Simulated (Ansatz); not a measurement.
# How far each method lies from full CI for AsH₃⁺, doublet

Geometry: a point of a stretch scan, not a stationary point.

```xyz
4

As    0.0054   -0.0091   -0.0192
H     1.4415    0.0047    0.4029
H    -1.1400    1.9295    0.6286
H    -0.7031   -1.2604    0.3968
```

Basis cc-pVDZ; Ansatz 0.2.0. Only valence electrons are correlated (noble-gas cores and the filled d shells of p-block atoms frozen), which leaves 7 electrons in 28 orbitals. Prefix R: restricted or restricted open-shell reference. Active spaces: pair = (3e, 3o) about the gap; valence = (7e, 7o) chosen from the atoms' valence shells. No spin–orbit coupling is included, and no scalar relativity.

Full CI is exact within this basis and frozen core; it isn't the basis-set limit.

For open shells CISD is restricted-active-space CI with the open shells as a complete middle space.

- UHF ⟨S²⟩: 1.120
- T1 diagnostic (RCCSD): 0.0224
- largest doubles amplitude (RCCSD): 0.147

From what is known of these methods and the diagnostics, rank them by the size of their error in total energy against full CI in cc-pVDZ, smallest first (an estimate: the text doesn't fix the numbers).
A. NEVPT2 (pair space)
B. CASSCF (pair space)
C. RMP2
D. NEVPT2 (valence space)
E. MRCISD+Q (valence space)

E (11 meV), D (512 meV), A (690 meV), C (1083 meV), B (2915 meV).

All errors are against full CI in cc-pVDZ. Within each family the higher level lies nearer, as is usual though not guaranteed.

The full-CI state has the irrep A' of Cs, in the program's axes.

Natural occupations of full CI about the gap: 1.964 1.947 1.829 0.987 0.156 0.031 0.028 0.010 0.009 0.008; effectively unpaired electrons, Σ n²(2−n)², 1.20.
